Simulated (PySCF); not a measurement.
Compound: propynal, C₃H₂O.
SMILES with atom numbers: `[CH:1]#[C:2][CH:3]=[O:4]` (hydrogens: H5 on C1; H6 on C3)

Computed by this run: B3LYP/6-31+G* geometry optimisation, gas phase in PySCF 2.14.0; density fitting, grid level 1; the optimiser is geomeTRIC in internal coordinates, started from a GFN2-xTB structure.

Step 0: E = -5187.9305 eV
```
atom  x, y, z in Å  |  force x, y, z in eV/Å
C1      1.4484   -0.0974    0.4739    0.358   0.067   0.092
C2      0.3086   -0.0276    0.0995   -0.378  -0.345  -0.006
C3     -1.0489    0.0542   -0.3446    0.460   1.436  -0.314
O4     -1.8503   -0.8389   -0.3099   -0.905  -1.072   0.057
H5      2.4467   -0.1481    0.7991    0.690  -0.047   0.228
H6     -1.3014    1.0597   -0.7396   -0.226  -0.039  -0.057
```

Question: Estimate the geometry and energy of step 1. (The exact step hangs on the optimiser's Hessian estimate; all steps are aligned on step 0, rigid shifts and turns removed.)

Answer: E = -5187.9685 eV, largest force 0.268 eV/Å
```
atom  x, y, z in Å  |  force x, y, z in eV/Å
C1      1.4649   -0.0877    0.4763    0.154  -0.036   0.061
C2      0.3125   -0.0453    0.1072   -0.089   0.102  -0.062
C3     -1.0547    0.0743   -0.3529   -0.068  -0.251   0.061
O4     -1.8580   -0.8417   -0.3116    0.032   0.103  -0.026
H5      2.4781   -0.1603    0.8120   -0.050   0.008  -0.017
H6     -1.3397    1.0626   -0.7526    0.021   0.074  -0.018
```

The energy changes by -0.0379 eV. The first-order estimate −F·Δx gives -0.0845 eV and the mean of the old and new forces, exact on a quadratic surface, -0.0382 eV. The step makes an angle of 56° with the force vector and moves no atom by more than 0.041 Å.

The cost below is that of the whole optimisation. Hardware: one thread of an Arm Neoverse V1, no GPU, shared host with 32 logical CPUs at a one-minute load of 14. Cost: 6.1 s wall, 0.37 GiB resident at most.
